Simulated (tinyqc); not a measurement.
UKS/BP86 in the sto-3g basis, for BH, spin multiplicity 3, step by step. One step of it, computed by the program tinyqc.

Problem. Iteration 2: DIIS coefficients. Solve [B -1; -1 0][c; lambda] = [0; -1] for the coefficients, which sum to one.

B (overlaps of the stored error matrices):
$$\begin{pmatrix}
5.8032370e-01 & 2.8733310e-01 \\
2.8733310e-01 & 1.5077983e-01
\end{pmatrix}$$

Give: DIIS coefficients.

Solution.

DIIS coefficients: [-0.8729, 1.8729]
